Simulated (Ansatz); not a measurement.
A made-up structure of AlH₄SO (charge +1), closed shell:

Al1  (-0.849, -0.156, -0.447)
O2  (0.142, 0.077, 0.945)
S3  (1.281, -0.278, -0.379)
H4  (-1.022, -1.735, -0.332)
H5  (-1.286, 1.368, -1.001)
H6  (0.298, -0.361, 1.853)
H7  (1.436, 1.084, -0.639)
(Å)

It is relaxed with PBE-D4/def2-SVP and then PBE0-D4/def2-TZVP (Ansatz 0.2.0). Atoms count as bonded within 1.22 times the sum of their covalent radii (H–H: 0.88 Å). The end point is not checked to be a true minimum.

(1) Does its bonding change? (A judgement: the text doesn't fix the answer.)

Results:

(1) By the calculation: No: no bond forms or breaks.

Where it ends: The first stage lowers the energy by 1.26 eV in 7 steps. It ends as AlH₄SO ([OH]1[AlH2][SH]1), total charge +1:
Al1  (-1.050, -0.237, -0.501)
O2  (0.251, 0.115, 0.915)
S3  (1.453, -0.162, -0.262)
H4  (-1.377, -1.759, -0.449)
H5  (-1.480, 1.163, -1.024)
H6  (0.472, -0.266, 1.781)
H7  (1.730, 1.146, -0.459)
(Å)

Labels in which every atom is bracketed show which atoms are joined, not bond orders.

For scale, one of the runs: PBE0-D4/def2-TZVP relaxation, 129 basis functions, launched by `ansatz run in.yaml --threads 2 --pin off --events-out ev --progress --plain --max-ram 4352MiB`. Hardware: 2 CPU threads of an Intel Xeon Platinum 8488C, shared host. Wall time about 12 s.
